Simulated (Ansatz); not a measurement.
# N2HS (doublet): relaxing a cheap start

Where does this start of N2HS (doublet) end when it is relaxed?

Method: UKS PBE0/def2-TZVP; program: Ansatz 0.2.0, Gaussian basis.

### Step 1. Where the work starts

4 atoms, charge 0, spin multiplicity 2.

Atoms are counted from 1 here; the program's logs count them from 0.

Bond lengths: N1–N2 1.226 Å, N1–H4 1.022 Å, N2–S3 1.532 Å. Angles: N2–N1–H4 113.8°, N1–N2–S3 140.9°.

As a file:

```xyz
4
charge 0, multiplicity 2
N    -1.6165   -0.0845   -0.0015
N    -0.4694    0.3484    0.0032
S     0.9845   -0.1356   -0.0009
H    -2.3327    0.6446    0.0054
```

The start was built by rule and, where that kept it together, relaxed with GFN2-xTB. Sticks and bond lists go by distance. 

### Step 2. Relaxation

File in.yaml:

```yaml
crystal:
  periodic: [false, false, false]
  atoms:
    - {symbol: N, position_ang: [-1.616539, -0.084464, -0.001505]}
    - {symbol: N, position_ang: [-0.469388, 0.348394, 0.003226]}
    - {symbol: S, position_ang: [0.984507, -0.135553, -0.000920]}
    - {symbol: H, position_ang: [-2.332734, 0.644593, 0.005358]}
basis:
  gaussian: {orbitals: def2-TZVP}
magnetization: {spin_polarized: true, initial_magnetization: 1}
hamiltonian: {xc: pbe0}
relax: {f_tol: 0.004, max_steps: 80}
```

Run with:

```sh
$ ansatz run in.yaml --threads 1 --pin off --events-out ev --progress --plain --max-ram 2176MiB
```

**Question.** What will these runs give? Wanted: energy gained; shift from the start; total energy; dipole moment; ⟨S²⟩.

The runs gave:

```
                  quantity           value
                     steps               7
             energy gained        0.043 eV
shift from the start (rms)         0.027 Å
              total energy  -13823.5834 eV
             dipole moment          1.48 D
                      ⟨S²⟩           0.757
```

**Reading.** The bonds of the start are those of the end. N2–S3 went from 1.532 to 1.567 Å. No vibrations were run, so this is a stationary point, not a proven minimum, and this spin need not be the ground state's.
